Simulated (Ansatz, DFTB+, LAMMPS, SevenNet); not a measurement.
## How well does each level of theory give the volume per atom of hcp Mg?

Reference value: 22.65 Å³/atom (measured, copied from a table, unchecked, extrapolated to 0 K and zero-point effects removed; as tabulated in Lejaeghere et al. (2013), arXiv:1204.2733).

```json
[
 {"level (code)": "Lennard-Jones uff-vdw (LAMMPS)", "value (Å³/atom)": "17.89", "error (%)": "-21"},
 {"level (code)": "GFN1-xTB as cut by DFTB+", "value (Å³/atom)": "42.47", "error (%)": "+88"},
 {"level (code)": "SevenNet-l3i5", "value (Å³/atom)": "22.92", "error (%)": "+1.2"},
 {"level (code)": "LDA (Ansatz)", "value (Å³/atom)": "21.61", "error (%)": "-4.6"},
 {"level (code)": "PBE (Ansatz)", "value (Å³/atom)": "22.95", "error (%)": "+1.3"},
 {"level (code)": "PBE-D4 (Ansatz)", "value (Å³/atom)": "22.64", "error (%)": "0.0"},
 {"level (code)": "r²SCAN (Ansatz)", "value (Å³/atom)": "22.57", "error (%)": "-0.4"}
]
```

Leaving aside Lennard-Jones uff-vdw (doubt noted below): Once the reference is moved by up to 2.0 % (a margin picked here for doubts on the reference and the settings) and values within 0.3 % count as equal, the nearest can be PBE-D4 (0.0 %), r²SCAN (-0.4 %), SevenNet-l3i5 (+1.2 %) or PBE (+1.3 %). Among them GFN1-xTB as cut by DFTB+ (+88 %) misses by most.

Published values of wave-function and many-body methods: 22.96 ± 0.05 Å³/atom (published DMC value, static lattice; Pozzo and Alfè (2008), arXiv:0801.2865).

Lennard-Jones uff-vdw, GFN1-xTB as cut by DFTB+: the cell moved over 20 % in volume from its start. Lennard-Jones uff-vdw: this is a force field's van der Waals term alone, without bonds or charges. GFN1-xTB as cut by DFTB+: the method was fitted mainly to molecules. GFN1-xTB as cut by DFTB+: codes differ in how they cut the long-range tail of xTB's charge interaction in a crystal, so the value belongs to this code. PBE-D4: a distance lies near a switch of the dispersion term, which can move the cell. Cutoffs and k meshes differ between the levels. Ansatz's density-functional and Hartree–Fock values are scalar-relativistic unless marked +SOC, with PAW data made under PBE.

Machine-learned potentials (SevenNet-l3i5) are trained on DFT data: a solid inside that data is no test of them.

Differences are worked out from the printed values.

Ansatz is a quantum-chemistry and plane-wave program.
